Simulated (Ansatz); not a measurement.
1T (CdI2-type) TiTe2, treated with PBE0-D4 in Ansatz (plane waves, PAW).

Task: Estimate the interlayer binding energy, layer repeat distance and gap between the layers that the calculation returns.

Result: 
- interlayer binding energy = 28.9 meV/Å²
- layer repeat distance = 6.414 Å
- gap between the layers = 3.057 Å

Note: exact exchange on metals is sensitive to the k mesh and can open a false gap.

Spin–orbit coupling is not included.

The computed numbers hold no vibrational or temperature effects.

Cost on a shared machine: about 90 core-minutes (a rough figure).

Ansatz is a first-principles code.
